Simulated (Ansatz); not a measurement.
# AlNH3 radical: up Jacob's ladder to CCSD(T)

How much do the methods differ for AlNH3 radical? The plan is to run it at one geometry with functionals of several rungs and with coupled cluster, and see how far each lands from CCSD(T) at the basis-set limit for the atomisation energy.

Method: functionals in def2-TZVPP, the program's frozen cores in correlated methods; program: Ansatz 0.2.0, Gaussian basis.

Plan: LDA (SPW92), PBE-D4, revPBE-D4, BLYP-D4, r2SCAN-D4, B97M-V, PBE0-D4, B3LYP-D4, r2SCANh-D4, r2SCAN0-D4, HSE06-D4, BHLYP-D4, CAM-B3LYP-D4, LC-ωPBE, ωB97X-V, ωB97M-V, B2PLYP, PBE-QIDH; CCSD(T)/def2-SVP; CCSD(T)/def2-TZVPP; MP2/def2-QZVPP; extrapolation to the limit; RPA on PBE.

2 further runs of the same task are left out: 2 that didn't finish.

## 1. The relaxed structure

An earlier PBE0-D4 in a triple-zeta def2 set relaxation fixed the geometry.

SMILES `[NH2][AlH]`, 5 atoms, charge 0, spin multiplicity 2.

Atoms are counted from 1 here; the program's logs count them from 0.

Bond lengths: N1–Al2 1.774 Å, N1–H3 1.007 Å, N1–H4 1.009 Å, Al2–H5 1.604 Å. Angles: Al2–N1–H3 125.4°, Al2–N1–H4 124.3°, H3–N1–H4 110.2°, N1–Al2–H5 115.7°.

## 2. LDA

This LDA is Slater exchange with PW92 correlation.

in.yaml reads:

```yaml
crystal:
  periodic: [false, false, false]
  atoms:
    - {symbol: N, position_ang: [-0.116621, -0.660837, 0.175058]}
    - {symbol: Al, position_ang: [0.836567, 0.833859, 0.120762]}
    - {symbol: H, position_ang: [0.148535, -1.505320, 0.655472]}
    - {symbol: H, position_ang: [-1.010336, -0.782830, -0.277420]}
    - {symbol: H, position_ang: [0.191755, 2.041428, -0.715370]}
basis:
  gaussian: {orbitals: def2-TZVPP}
magnetization: {spin_polarized: true, initial_magnetization: 1}
hamiltonian: {xc: lda}
output: {orbitals: {seedname: orbitals}}
```

The runs that follow: PBE-D4 (GGA); revPBE-D4 (GGA); BLYP-D4 (GGA); r2SCAN-D4 (meta-GGA); B97M-V (meta-GGA); PBE0-D4 (hybrid); B3LYP-D4 (hybrid); r2SCANh-D4 (hybrid); r2SCAN0-D4 (hybrid); HSE06-D4 (hybrid); BHLYP-D4 (hybrid); CAM-B3LYP-D4 (range-separated); LC-ωPBE-D4 (range-separated); ωB97X-V (range-separated); ωB97M-V (range-separated); B2PLYP (double hybrid); PBE-QIDH (double hybrid); CCSD(T) in def2-SVP; CCSD(T) in def2-TZVPP; MP2 in def2-QZVPP; RPA on PBE orbitals.

Q: Predict the results of all the runs planned. Wanted: atomisation energy, CCSD(T)/CBS; farthest beyond LDA; mean size of error, GGA; mean size of error, meta-GGA; mean size of error, hybrid; mean size of error, range-separated; mean size of error, double hybrid; gap, smallest and largest; T1 diagnostic.

The runs gave:

| quantity | value |
| --- | --- |
| atomisation energy, CCSD(T)/CBS | 333.0 kcal/mol |
| functionals within 1.7 kcal/mol (0.5 %) | r2SCAN-D4, LC-ωPBE, ωB97X-V, ωB97M-V |
| farthest beyond LDA | BHLYP-D4 (-8.6 kcal/mol) |
| mean size of error, GGA | 3.3 kcal/mol |
| mean size of error, meta-GGA | 1.7 kcal/mol |
| mean size of error, hybrid | 4.0 kcal/mol |
| mean size of error, range-separated | 1.4 kcal/mol |
| mean size of error, double hybrid | 4.7 kcal/mol |
| gap, smallest and largest | 0.97 eV (B97M-V), 8.15 eV (LC-ωPBE) |
| T1 diagnostic | 0.0145 |
| triples share of the correlation energy | 3.4 % |

**Reading.** LDA overbinds by 43.9 kcal/mol (13 %). PBE-D4 misses by +3.8 kcal/mol. Double hybrids carry the basis error of their MP2 part in triple zeta, and no dispersion term here, so their miss is partly the set-up's. The rungs range-separated, meta-GGA miss on average by less than the doubt on the reference (1.7 kcal/mol), so they tie. Misses under about 1.7 kcal/mol are within the doubt on the reference itself, which lacks core-valence correlation, relativity and higher excitations. Hartree-Fock recovers 69 % of the binding; the rest is correlation. CCSD(T) in def2-SVP is off by -27.6 kcal/mol, so the small basis spoils what the method gains. Orbital gaps span 1.0 to 8.2 eV; exact exchange widens them.
